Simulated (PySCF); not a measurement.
Molecule: SMILES CCCOCC, C$_{5}$H$_{12}$O.

Structure with atom numbers: `[CH3:1][CH2:2][CH2:3][O:4][CH2:5][CH3:6]`. Hydrogens are named by the atom that carries them.

Geometry PBE0-D3(BJ)/def2-SVP throughout; GIAO in PySCF, gas phase, one conformer, non-relativistic; equivalent atoms averaged; functional PBE0.

For orientation, pcSseg-0 gives these absolute shieldings σ: C3 115.5, C5 123.1, C2 167.8, C1 181.0, C6 173.9, O4 299.3, H(C5) 29.54, H(C2) 31.10, H(C1) 31.87 ppm.

A run gave: C3 121.7, C5 128.9, C2 169.5, C1 182.9, C6 177.7, O4 294.2, H(C5) 28.21, H(C2) 29.88, H(C1) 30.59 ppm (absolute shieldings σ).

Q: Which basis set was used in that run?
A. cc-pVDZ
B. 6-311+G(2d,p)
C. def2-TZVP
D. pcSseg-1
E. def2-SVP

A: E. C1 tells them apart best: def2-SVP gives 182.9, def2-TZVP gives 175.5, pcSseg-1 gives 173.2, cc-pVDZ gives 184.7, 6-311+G(2d,p) gives 176.1 ppm.
